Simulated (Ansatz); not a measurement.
Write a Python script for Ansatz's Python interface that makes an active-space calculation of BFH4Si, SMILES FB[SiH3]. Level of theory (for the species named): Hartree-Fock, def2-SVP basis, multiplicity 1.

```xyz
7

F    -1.0196   -1.5379    1.2651
B    -0.2123   -1.1101    0.1578
Si    0.1356    0.7694   -0.1770
H     0.3388   -1.9223   -0.5441
H     1.0627    0.8879   -1.3426
H     0.8189    1.3619    1.0206
H    -1.0629    1.4830   -0.4255
```

`cas_bfh4si.py`
```python
'''Static correlation in BFH4Si: natural occupations of an active space.'''

import ansatz as az

GEOMETRY = '''
F    -1.01960   -1.53790    1.26510
B    -0.21230   -1.11010    0.15780
Si    0.13560    0.76940   -0.17700
H     0.33880   -1.92230   -0.54410
H     1.06270    0.88790   -1.34260
H     0.81890    1.36190    1.02060
H    -1.06290    1.48300   -0.42550
'''

geometry = az.Crystal.molecule()
for line in GEOMETRY.strip().splitlines():
    symbol, *xyz = line.split()
    geometry = geometry.atom(symbol, [float(v) for v in xyz])

calculation = (
    geometry.calculation()
    .basis(gaussian='def2-SVP')
    .correlation(active_electrons=4, active_orbitals=4)
)
for method in [None, 'sc_nevpt2']:
    data = (calculation if method is None else calculation.correlation(method)).run(threads=1).report
    space = data['configurations']
    state = space['states'][0]
    print(method or 'casscf', f'total {data["free_energy_ev"] / 27.211386246:.6f} Ha, active-space state {state["energy"]["hartree"]:.6f} Ha, mean field {data["reference_energy_ev"] / 27.211386246:.6f} Ha')
    print('  determinants', state['n_determinants'], ' natural occupations', [round(n, 3) for n in space['natural_occupations']])
```

```console
$ python cas_bfh4si.py
casscf total -415.256808 Ha, active-space state -415.256808 Ha, mean field -415.200962 Ha
  determinants 36  natural occupations [1.98, 1.978, 0.022, 0.02]
sc_nevpt2 total -415.563127 Ha, active-space state -415.256807 Ha, mean field -415.200962 Ha
  determinants 36  natural occupations [1.98, 1.978, 0.022, 0.02]
```

Total energies depend on the basis set; only differences at equal settings carry meaning. The geometry is a force-field or estimated start, not a minimum of this method, and the basis set is short of its limit. The active space starts as a window about the frontier orbitals and is then optimised, not chosen by chemistry. Wall time of the script: 12 s on 1 thread of AMD EPYC 7R43 64-Core Processor (Zen 3) (shared host), peak memory 0.19 GiB.

(Lines on the test bed's own set-up are left out of the output.)
